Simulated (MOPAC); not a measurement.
MOPAC input (PM3):

```
PM3 1SCF CHARGE=-1 GEO-OK AUX(PRECISION=9) THREADS=1
HBe

Be   -0.00000000 1   -0.00000000 1   -0.26948411 1
H     0.00000000 1    0.00000000 1    1.07793645 1
```

From the last part of the output:

```
                                                       MOPAC v23.2.5 Linux

          FINAL HEAT OF FORMATION =         85.42453 KCAL/MOL =     357.41624 KJ/MOL

          COSMO AREA              =         61.44 SQUARE ANGSTROMS
          COSMO VOLUME            =         45.01 CUBIC ANGSTROMS

          IONIZATION POTENTIAL    =         -0.062297 EV
          HOMO LUMO ENERGIES (EV) =          0.062 10.332
          NO. OF FILLED LEVELS    =          2
          MOLECULAR WEIGHT        =         10.0201         POINT GROUP:  C*v

          MOLECULAR DIMENSIONS (Angstroms)

            Atom       Atom       Distance
            H     2   Be     1     1.34742
            H     2   Be     1     0.00000
           Be     1    H     2     0.00000

          SCF CALCULATIONS        =          1

   ATOM   CHEMICAL          X               Y               Z
  NUMBER   SYMBOL      (ANGSTROMS)     (ANGSTROMS)     (ANGSTROMS)

     1      Be         -0.00000000  *  -0.00000000  *  -0.26948411  *
     2       H          0.00000000  *   0.00000000  *   1.07793645  *

                             CARTESIAN COORDINATES

   1   Be       -0.000000000    -0.000000000    -0.269484110
   2    H        0.000000000     0.000000000     1.077936450

           Empirical Formula: H Be  =     2 atoms

      MOLECULAR POINT GROUP   :   C*v

                  EIGENVALUES
  -5.95725   0.06230  10.33166  11.34031  11.34031

              NET ATOMIC CHARGES AND DIPOLE CONTRIBUTIONS

  ATOM NO.   TYPE          CHARGE      No. of ELECS.   s-Pop       p-Pop
    1         Be          -0.719687        2.7197     1.71999     0.99970
    2          H          -0.280313        1.2803     1.28031
 DIPOLE           X         Y         Z       TOTAL
 POINT-CHG.     0.000     0.000    -1.163     1.163
 HYBRID        -0.000    -0.000     2.715     2.715
 SUM           -0.000    -0.000     1.552     1.552

          ATOMIC ORBITAL ELECTRON POPULATIONS

     Atom    s        px        py        pz
    1 Be   1.71999   0.00000   0.00000   0.99970
    2  H   1.28031

 **********************
 *                    *
 * JOB ENDED NORMALLY *
 *                    *
 **********************

 == MOPAC DONE ==
```

The dipole moment of an ion depends on the origin.
